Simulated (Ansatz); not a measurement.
# C₂H₂FO+: functionals against CCSD(T) at one geometry

How do the functionals fare away from a minimum? The structure is a structure displaced at random from a GFN2-xTB minimum.

The runs use Ansatz 0.2.0, Gaussian basis; single points in def2-TZVPP.

Cores are frozen in the correlated methods.

## Step 1: Starting geometry

SMILES `[OH+]=C=CF`, 6 atoms, charge 1, spin multiplicity 1.

Atoms are counted from 1 here; the program's logs count them from 0.

Bond lengths: O1–C2 1.126 Å, O1–H5 0.986 Å, C2–C3 1.338 Å, C3–F4 1.367 Å, C3–H6 1.167 Å. Angles: C2–O1–H5 123.0°, O1–C2–C3 175.0°, C2–C3–F4 135.1°, C2–C3–H6 111.6°, F4–C3–H6 112.3°.

As a file:

```xyz
6
charge 1, multiplicity 1
O    -0.4526    1.3054   -0.8129
C    -0.1675    0.4325   -0.1610
C     0.1023   -0.6706    0.5467
F    -0.3839   -1.9479    0.5715
H     0.0217    1.5297   -1.6483
H     0.7725   -0.4334    1.4727
```

## Step 2: CCSD(T)/def2-TZVPP

The input, run/in.yaml:

```yaml
crystal:
  periodic: [false, false, false]
  atoms:
    - {symbol: O, position_ang: [-0.452600, 1.305400, -0.812900]}
    - {symbol: C, position_ang: [-0.167500, 0.432500, -0.161000]}
    - {symbol: C, position_ang: [0.102300, -0.670600, 0.546700]}
    - {symbol: F, position_ang: [-0.383900, -1.947900, 0.571500]}
    - {symbol: H, position_ang: [0.021700, 1.529700, -1.648300]}
    - {symbol: H, position_ang: [0.772500, -0.433400, 1.472700]}
basis:
  gaussian: {orbitals: def2-TZVPP}
total_charge: 1
correlation: {method: ccsd_t}
output: {forces: true}
```

No record of the launch command was kept for these runs.

## Step 3: PBE0-D4/def2-TZVPP

Edit run/in.yaml of step 2 so:

```diff
@@ -12,3 +12,3 @@
 total_charge: 1
-correlation: {method: ccsd_t}
-output: {forces: true}
+hamiltonian: {xc: pbe0, dispersion: d4}
+output: {forces: true, orbitals: {seedname: orbitals}}
```

## Step 4: wB97M-V/def2-TZVPP

Edit run/in.yaml of step 3 so:

```diff
@@ -12,3 +12,3 @@
 total_charge: 1
-hamiltonian: {xc: pbe0, dispersion: d4}
-output: {forces: true, orbitals: {seedname: orbitals}}
+hamiltonian: {xc: {name: wB97M-V}}
+output: {forces: true}
```

## Step 5: r2SCAN-D4/def2-TZVPP

Edit run/in.yaml of step 4 so:

```diff
@@ -12,3 +12,3 @@
 total_charge: 1
-hamiltonian: {xc: {name: wB97M-V}}
+hamiltonian: {xc: r2scan, dispersion: d4}
 output: {forces: true}
```

## Step 6: PBE-D4/def2-TZVPP

Edit run/in.yaml of step 5 so:

```diff
@@ -12,3 +12,3 @@
 total_charge: 1
-hamiltonian: {xc: r2scan, dispersion: d4}
+hamiltonian: {xc: pbe, dispersion: d4}
 output: {forces: true}
```

## Step 7: r2SCAN0-D4/def2-TZVPP

Edit run/in.yaml of step 6 so:

```diff
@@ -12,3 +12,3 @@
 total_charge: 1
-hamiltonian: {xc: pbe, dispersion: d4}
+hamiltonian: {xc: {name: r2SCAN0}, dispersion: d4}
 output: {forces: true}
```

## Step 8: LC-wPBE/def2-TZVPP

Edit run/in.yaml of step 7 so:

```diff
@@ -12,3 +12,3 @@
 total_charge: 1
-hamiltonian: {xc: {name: r2SCAN0}, dispersion: d4}
+hamiltonian: {xc: {name: LC-wPBE}}
 output: {forces: true}
```

(Steps that only read results are left out.)

Q: Predict the outcome of this session. Wanted: energy less free atoms, CCSD(T)/def2-TZVPP; RMS force component; RMS force error; HOMO and LUMO, PBE0-D4; T1 diagnostic.

**Answer**, as computed:

```
                                  quantity                                                                                              value
energy less free atoms, CCSD(T)/def2-TZVPP                                                                                     -1360.6 kJ/mol
                       RMS force component                                                               3.792 to 3.972 eV/Å over the methods
                           RMS force error  PBE0-D4 0.329, wB97M-V 0.247, r2SCAN-D4 0.276, PBE-D4 0.296, r2SCAN0-D4 0.413, LC-wPBE 0.327 eV/Å
                    HOMO and LUMO, PBE0-D4                                                                                -14.59 and -9.54 eV
                             T1 diagnostic                                                                                              0.016
```

In words: Against CCSD(T) the functionals' energies less atoms differ by -226.8 to -13.3 kJ/mol, PBE-D4 by -226.8 kJ/mol. A larger basis would deepen the CCSD(T) value, while the functionals are nearly converged already, so the order here is not reliable. The forces of wB97M-V come nearest to CCSD(T), those of r2SCAN0-D4 are farthest.
